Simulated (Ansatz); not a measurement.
## LiF, pressure series

Consider LiF in the rock salt structure (space group Fm-3m, No. 225).

```xyz
2
Lattice="0.0000 1.9951 1.9951 1.9951 0.0000 1.9951 1.9951 1.9951 0.0000" Properties=species:S:1:pos:R:3 pbc="T T T"
F      0.0000     0.0000     0.0000
Li     1.9951     1.9951     1.9951
```

Cell and atoms are relaxed at each pressure.

Computed with Ansatz (a quantum-chemistry and plane-wave program), r2SCAN, PAW, cutoff 500 eV, no SOC.

```json
[
 {"P (GPa)": "-2.00", "V (Å³/atom)": "8.162"},
 {"P (GPa)": "-1.00", "V (Å³/atom)": "8.048"},
 {"P (GPa)": "0.90", "V (Å³/atom)": "7.852"},
 {"P (GPa)": "2.11", "V (Å³/atom)": "7.739"},
 {"P (GPa)": "4.50", "V (Å³/atom)": "7.538"},
 {"P (GPa)": "9.00", "V (Å³/atom)": "7.221"},
 {"P (GPa)": "15.00", "V (Å³/atom)": "6.883"},
 {"P (GPa)": "22.50", "V (Å³/atom)": "6.547"},
 {"P (GPa)": "30.00", "V (Å³/atom)": "6.277"}
]
```

Problem. Fit a third-order Birch–Murnaghan equation of state.

Solution. Least squares on P(V) = (3B₀/2)[(V₀/V)^(7/3) − (V₀/V)^(5/3)]·[1 + (3/4)(B₀′ − 4)((V₀/V)^(2/3) − 1)] gives V₀ = 7.94 Å³/atom, B₀ = 77 GPa and B₀′ = 4.2.

Measured bulk modulus of LiF: 76.3 GPa (static lattice; corrected from measurement; as listed in Daniel Mejia-Rodriguez, S. B. Trickey, Phys. Rev. B (2018)); the computed value is 1 % above it.

Between the base and pressure 9 GPa the gap moves from 10.33 eV to 11.30 eV, a mean slope of 110 meV/GPa.

Load acts through the strain it causes; cell and atoms are relaxed under it. No phonon test of stability was made. Competing high-pressure phases were not computed.
